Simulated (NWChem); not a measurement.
Program: NWChem. System: H3P, charge 1, spin multiplicity 2, at the geometry of a parent with another charge or spin, in a state set for the comparison that need not be this species' ground state. Its SCF solution wasn't tested for a lower state. Level: UHF/def2-QZVP.

The NWChem input:

```
start mol
memory heap 200 mb stack 800 mb global 1000 mb
charge 1
geometry units angstroms nocenter noautoz
  P     -0.130235    -0.003352     0.000000
  H      0.666565    -0.580989     1.035668
  H      0.666565    -0.580989    -1.035668
  H      0.620396     1.212263     0.000000
  symmetry group Cs
end
basis spherical
  * library def2-qzvp
end
scf
  uhf
  nopen 1
  maxiter 100
  thresh 1e-7
  semidirect memsize 60000000 filesize 0
  # guess.movecs holds the orbitals of an unrestricted PBE0 run
  vectors input guess.movecs output mol.movecs
end
task scf energy
```

Output (cleaned and shortened):

```
             Northwest Computational Chemistry Package (NWChem) 7.3.0
             --------------------------------------------------------

                                NWChem Input Module
                                -------------------

 Scaling coordinates for geometry "geometry" by  1.889725989
 (inverse scale =  0.529177249)

 Turning off AUTOSYM since
 SYMMETRY directive was detected!

                             Geometry "geometry" -> ""
                             -------------------------

 Output coordinates in angstroms (scale by  1.889725989 to convert to a.u.)

  No.       Tag          Charge          X              Y              Z
 ---- ---------------- ---------- -------------- -------------- --------------
    1 P                   15.0000    -0.13023500    -0.00335200     0.00000000
    2 H                    1.0000     0.66656500    -0.58098900     1.03566800
    3 H                    1.0000     0.66656500    -0.58098900    -1.03566800
    4 H                    1.0000     0.62039600     1.21226300     0.00000000

 Effective nuclear repulsion energy (a.u.)      17.4340881334

            Nuclear Dipole moment (a.u.)
            ----------------------------
        X                 Y               Z
 ---------------- ---------------- ----------------
     0.0000018897     0.0000094486     0.0000000000

      Symmetry information
      --------------------

 Group name             Cs
 Group number              2
 Group order               2
 No. of unique centers     3

      Symmetry unique atoms

     1    2    4


 Summary of "ao basis" -> "" (spherical)
 ------------------------------------------------------------------------------
       Tag                 Description            Shells   Functions and Types
 ---------------- ------------------------------  ------  ---------------------
 *                         def2-qzvp                  on all atoms

 Summary of "ao basis" -> "ao basis" (spherical)
 ------------------------------------------------------------------------------
       Tag                 Description            Shells   Functions and Types
 ---------------- ------------------------------  ------  ---------------------
 P                         def2-qzvp                22       70   9s6p4d2f1g
 H                         def2-qzvp                10       30   4s3p2d1f

                                 NWChem SCF Module
                                 -----------------

  ao basis        = "ao basis"
  functions       =   160
  atoms           =     4
  alpha electrons =     9
  beta  electrons =     8
  charge          =   1.00
  wavefunction    = UHF
  use symmetry    = T
  symmetry adapt  = T

 Summary of "ao basis" -> "ao basis" (spherical)
 ------------------------------------------------------------------------------
       Tag                 Description            Shells   Functions and Types
 ---------------- ------------------------------  ------  ---------------------
 P                         def2-qzvp                22       70   9s6p4d2f1g
 H                         def2-qzvp                10       30   4s3p2d1f

      Symmetry analysis of basis
      --------------------------

        a'         96
        a"         64

 Forming initial guess at       0.2s

   Symmetry analysis of molecular orbitals - initial alpha
   -------------------------------------------------------

  Numbering of irreducible representations:

     1 a'          2 a"

  Orbital symmetries:

     1 a'          2 a'          3 a'          4 a'          5 a"
[...]
     8      0.527856  1 P  s                  6     -0.240266  1 P  s
     7      0.240784  1 P  s                  5     -0.202928  1 P  s

 Vector    7  Occ=1.000000D+00  E=-8.002115D-01  Symmetry=a'
              MO Center=  3.0D-01,  3.5D-01,  1.1D-09, r^2= 1.6D+00
   Bfn.  Coefficient  Atom+Function         Bfn.  Coefficient  Atom+Function
  ----- ------------  ---------------      ----- ------------  ---------------
    23      0.291201  1 P  py                20      0.273978  1 P  py
   133      0.206445  4 H  s                 11     -0.180808  1 P  py
   132      0.170286  4 H  s

 Vector    8  Occ=1.000000D+00  E=-8.002098D-01  Symmetry=a"
              MO Center=  3.2D-01, -3.4D-01, -1.1D-09, r^2= 1.6D+00
   Bfn.  Coefficient  Atom+Function         Bfn.  Coefficient  Atom+Function
  ----- ------------  ---------------      ----- ------------  ---------------
    24      0.291298  1 P  pz                21      0.274068  1 P  pz
    12     -0.180868  1 P  pz                73      0.178787  2 H  s
   103     -0.178787  3 H  s

 Vector    9  Occ=0.000000D+00  E=-3.116578D-01  Symmetry=a'
              MO Center= -3.6D-01, -9.2D-03, -2.3D-12, r^2= 2.1D+00
   Bfn.  Coefficient  Atom+Function         Bfn.  Coefficient  Atom+Function
  ----- ------------  ---------------      ----- ------------  ---------------
     8      0.316408  1 P  s                  9      0.314887  1 P  s
    22     -0.301073  1 P  px                25     -0.269982  1 P  px
    19     -0.233943  1 P  px                10      0.171300  1 P  px

 Vector   10  Occ=0.000000D+00  E=-9.571173D-02  Symmetry=a'
              MO Center=  2.9D-01,  7.4D-03, -1.7D-12, r^2= 7.1D+00
   Bfn.  Coefficient  Atom+Function         Bfn.  Coefficient  Atom+Function
  ----- ------------  ---------------      ----- ------------  ---------------
     9      2.196402  1 P  s                 74     -1.227360  2 H  s
   104     -1.227360  3 H  s                134     -1.227593  4 H  s
    25      1.058369  1 P  px                 7      0.364767  1 P  s
     8     -0.263499  1 P  s                  6     -0.164628  1 P  s

 Vector   11  Occ=0.000000D+00  E=-9.354442D-02  Symmetry=a"
              MO Center= -1.4D-01,  1.0D-01, -2.1D-11, r^2= 4.1D+00
   Bfn.  Coefficient  Atom+Function         Bfn.  Coefficient  Atom+Function
  ----- ------------  ---------------      ----- ------------  ---------------
    27      1.295960  1 P  pz                74     -1.108501  2 H  s
   104      1.108501  3 H  s                 21      0.187634  1 P  pz
    73     -0.182242  2 H  s                103      0.182242  3 H  s
    24      0.169905  1 P  pz

 center of mass
 --------------
 x =  -0.11478547 y =  -0.00295408 z =   0.00000000

 moments of inertia (a.u.)
 ------------------
          15.440310016461           0.044042159728           0.000000000000
           0.044042159728          13.732143513440           0.000000000000
           0.000000000000           0.000000000000          13.731151940919

  Mulliken analysis of the total density
  --------------------------------------

    Atom       Charge   Shell Charges
 -----------   ------   -------------------------------------------------------
    1 P   15    14.47   1.67  0.01  0.26  0.34  1.06  0.59  0.37  1.00  0.19  5.62 -0.01  0.46  1.10  1.43  0.17  0.00  0.04  0.09  0.06  0.01  0.01  0.00
    2 H    1     0.84   0.10  0.32  0.36  0.03  0.00  0.01  0.02  0.00  0.00  0.00
    3 H    1     0.84   0.10  0.32  0.36  0.03  0.00  0.01  0.02  0.00  0.00  0.00
    4 H    1     0.84   0.10  0.32  0.36  0.03  0.00  0.01  0.02  0.00  0.00  0.00

  Mulliken analysis of the alpha density
  --------------------------------------

    Atom       Charge   Shell Charges
 -----------   ------   -------------------------------------------------------
    1 P   15     7.68   0.83  0.01  0.13  0.17  0.53  0.29  0.20  0.56  0.10  2.82 -0.00  0.24  0.69  0.90  0.11  0.00  0.02  0.04  0.03  0.00  0.00  0.00
    2 H    1     0.44   0.05  0.17  0.19  0.02  0.00  0.01  0.01  0.00  0.00  0.00
    3 H    1     0.44   0.05  0.17  0.19  0.02  0.00  0.01  0.01  0.00  0.00  0.00
    4 H    1     0.44   0.05  0.17  0.19  0.02  0.00  0.01  0.01  0.00  0.00  0.00

   Mulliken analysis of the beta density
   -------------------------------------

    Atom       Charge   Shell Charges
 -----------   ------   -------------------------------------------------------
    1 P   15     6.79   0.83  0.01  0.13  0.17  0.53  0.30  0.16  0.43  0.09  2.80 -0.00  0.23  0.41  0.52  0.06  0.00  0.02  0.05  0.03  0.00  0.00  0.00
    2 H    1     0.40   0.05  0.15  0.17  0.01  0.00  0.00  0.01  0.00  0.00  0.00
    3 H    1     0.40   0.05  0.15  0.17  0.01  0.00  0.00  0.01  0.00  0.00  0.00
    4 H    1     0.40   0.05  0.15  0.17  0.01  0.00  0.00  0.01  0.00  0.00  0.00

   Mulliken analysis of the spin density
   -------------------------------------

    Atom       Charge   Shell Charges
 -----------   ------   -------------------------------------------------------
    1 P   15     0.89   0.00  0.00 -0.00  0.00  0.00 -0.01  0.04  0.13  0.02  0.02 -0.00  0.01  0.28  0.38  0.04 -0.00 -0.00 -0.01 -0.00  0.00  0.00  0.00
    2 H    1     0.04   0.00  0.02  0.01  0.00  0.00  0.00  0.00  0.00  0.00  0.00
    3 H    1     0.04   0.00  0.02  0.01  0.00  0.00  0.00  0.00  0.00  0.00  0.00
    4 H    1     0.04   0.00  0.02  0.01  0.00  0.00  0.00  0.00  0.00  0.00  0.00

       Multipole analysis of the density wrt the origin
       ------------------------------------------------

     L   x y z        total         alpha         beta         nuclear
     -   - - -        -----         -----         ----         -------
     0   0 0 0      1.000000     -9.000000     -8.000000     18.000000

     1   1 0 0      0.022817      0.472514     -0.449699      0.000002
     1   0 1 0      0.000590      0.012160     -0.011579      0.000009
     1   0 0 1     -0.000000      0.000000     -0.000000      0.000000

     2   2 0 0     -7.586537     -8.345071     -4.697789      5.456323
     2   1 1 0      0.010249      0.000215      0.066823     -0.056789
     2   1 0 1      0.000000      0.000000     -0.000000      0.000000
     2   0 2 0     -7.984435     -8.352992     -7.290828      7.659385
     2   0 1 1     -0.000000     -0.000000     -0.000000      0.000000
     2   0 0 2     -7.984743     -8.352943     -7.292505      7.660706

 Task  times  cpu:       28.4s     wall:       28.4s

 Total times  cpu:       28.5s     wall:       28.5s
```
